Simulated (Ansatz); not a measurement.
```yaml
crystal:
  periodic: [false, false, false]
  atoms:
    - {symbol: N, position_ang: [-0.793014, -0.713144, 0.091478]}
    - {symbol: Si, position_ang: [-0.048347, 0.821659, 0.215425]}
    - {symbol: P, position_ang: [0.837843, -1.134753, 0.649835]}
    - {symbol: H, position_ang: [-1.280249, -1.198874, -0.643264]}
    - {symbol: H, position_ang: [0.352774, 1.536324, -1.019982]}
    - {symbol: H, position_ang: [-0.579495, 1.733940, 1.251205]}
    - {symbol: H, position_ang: [1.571688, -1.113153, -0.590198]}
basis:
  gaussian: {orbitals: cc-pVTZ-PP}
hamiltonian: {xc: {name: RPBE}, dispersion: d3bjatm}
```

```sh
$ ansatz run in.yaml --threads 2 --pin off --events-out ev --progress --plain --max-ram 4352MiB
```

Task: How does Ansatz answer? (An estimate is asked.)

Result: The calculation gave: The input was rejected before any iteration.
```
Functional definition: RPBE
Error: <dir> the basis set cc-pVTZ-PP has no functions for N
```
